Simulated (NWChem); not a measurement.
# PH (SMILES [PH]): U-r2SCAN/cc-pVTZ

Aim: the energy change on altering one bond length of PH at U-r2SCAN/cc-pVTZ, from 2 runs. 

The results are computed with NWChem 7.3.0.

19 further runs of the same task are left out: 19 set aside as unsound or not needed. Runs told in other sessions of the task aren't counted.

## (1) The structure to begin with

PH has 2 atoms, charge 0, and is taken as a triplet. As SMILES, `[PH]`. The coordinates come from a PBE0-D4/def2-TZVP relaxation.

Bond lengths: P1–H2 1.428 Å.

## (2) Energy and forces at U-r2SCAN/cc-pVTZ

File test.nw:

```
start test
title "HP"
memory stack 880 mb heap 220 mb global 1100 mb
charge 0

geometry units angstroms noautosym nocenter noautoz
   P     0.000000    0.000000   -0.014610
   H     0.000000    0.000000    1.413680
end

basis spherical bse
   * library cc-pVTZ
end

dft
   xc r2scan
   mult 3
   grid xfine
   convergence energy 1e-08
   maxiter 100
   mulliken
   print medium
end

task dft gradient
```

Run with:

```bash
$ nwchem test.nw > test.out
```

The log of the run:

```text
[...]
          Wavefunction type:  spin polarized.
          No. of atoms     :     2
          No. of electrons :    16
[...]
          Charge           :     0
          Spin multiplicity:     3
[...]
          AO basis - number of functions:    48
[...]
              XC Information
              --------------
                      r^2SCAN Method XC Functional
               r^2SCAN metaGGA Exchange Functional  1.000
                     r^2SCAN Correlation Potential  1.000
[...]
 d= 0,ls=0.0,diis     1   -341.8456725979 -3.47D+02  4.91D-03  4.15D-02     4.2
[...]
 d= 0,ls=0.0,diis     9   -341.8623078544 -6.63D-10  5.86D-08  5.43D-12    26.2
[...]
         Total DFT energy =     -341.862307854379
      One electron energy =     -483.243408756645
           Coulomb energy =      159.348551780903
    Exchange-Corr. energy =      -23.524906811953
 Nuclear repulsion energy =        5.557455933316
[...]
      Total Density - Mulliken Population Analysis
     ---------------------------------------------
    Atom       Charge   Shell Charges
 -----------   ------   -------------------------------------------------------
    1 P   15    15.03   2.00  1.88  0.20  1.15  0.66  5.75  0.56  1.73  1.04  0.02  0.03  0.00
    2 H    1     0.97   0.24  0.52  0.17  0.00  0.02  0.00
[...]
      <S2> =      2.0128 (Exact =     2.0000)
[...]
  wavefunction    = open shell
                         DFT ENERGY GRADIENTS
    atom               coordinates                        gradient
                 x          y          z           x          y          z
   1 P       0.000000   0.000000  -0.027609    0.000000  -0.000000   0.000571
   2 H       0.000000   0.000000   2.671468   -0.000000   0.000000  -0.000571
[...]
```

Run time: 34 s. Hardware: 1 thread of Intel Xeon Platinum 8175M at 2.50GHz (Skylake/Cascade Lake), shared host; peak memory 0.11 GiB.

## (3) The distorted shape: the energy at U-r2SCAN/cc-pVTZ

File hp.nw:

```
start hp
memory total 2200 mb
geometry noautosym nocenter noautoz
  P     0.000000    0.000000   -0.228820
  H     0.000000    0.000000    1.413680
end
basis spherical bse
  P library cc-pVTZ
  H library cc-pVTZ
end
dft
  xc r2scan
  mult 3
  grid xfine
  convergence energy 1e-08
  maxiter 100
  mulliken
end
task dft energy
```

Run with:

```bash
$ nwchem hp.nw > hp.out
```

The log of the run:

```text
[...]
          Wavefunction type:  spin polarized.
          No. of atoms     :     2
          No. of electrons :    16
[...]
          Charge           :     0
          Spin multiplicity:     3
[...]
          AO basis - number of functions:    48
[...]
              XC Information
              --------------
                      r^2SCAN Method XC Functional
               r^2SCAN metaGGA Exchange Functional  1.000
                     r^2SCAN Correlation Potential  1.000
[...]
 d= 0,ls=0.0,diis     1   -341.8331965505 -3.47D+02  5.25D-03  4.10D-02     3.7
[...]
 d= 0,ls=0.0,diis     8   -341.8503195118 -1.50D-09  5.90D-07  4.98D-10    21.6
[...]
         Total DFT energy =     -341.850319511750
      One electron energy =     -481.736706345771
           Coulomb energy =      158.526770227625
    Exchange-Corr. energy =      -23.473052334241
 Nuclear repulsion energy =        4.832668940637
[...]
      Total Density - Mulliken Population Analysis
     ---------------------------------------------
    Atom       Charge   Shell Charges
 -----------   ------   -------------------------------------------------------
    1 P   15    15.00   2.00  1.88  0.20  1.18  0.67  5.75  0.55  1.68  1.06  0.01  0.02  0.00
    2 H    1     1.00   0.21  0.52  0.25  0.00  0.02  0.00
[...]
      <S2> =      2.0133 (Exact =     2.0000)
[...]
```

Run time: 23 s. Hardware: 1 thread of Intel Xeon Platinum 8175M at 2.50GHz (Skylake/Cascade Lake), shared host; peak memory 0.11 GiB.

## (4) Outcome

Level: U-r2SCAN/cc-pVTZ.

| quantity | value |
| --- | --- |
| first shape: total energy | -341.86231 Eh |
| first shape: dipole moment | 0.52 D |
| first shape: HOMO energy (highest over α and β) | -6.57 eV |
| first shape: LUMO energy (lowest over α and β) | -3.42 eV |
| first shape: ⟨S²⟩ | 2.013 |
| first shape: largest force on an atom | 0.029 eV/Å |
| distorted shape: total energy | -341.85032 Eh |
| distorted shape: dipole moment | 0.23 D |
| distorted shape: HOMO energy (highest over α and β) | -6.61 eV |
| distorted shape: LUMO energy (lowest over α and β) | -3.47 eV |
| distorted shape: ⟨S²⟩ | 2.013 |
| energy change with the P1–H2 bond stretched from 1.428 to 1.643 Å | 0.326 eV |

What this shows: With the P1–H2 bond stretched from 1.428 to 1.643 Å the energy rises by 0.33 eV (31.5 kJ/mol).
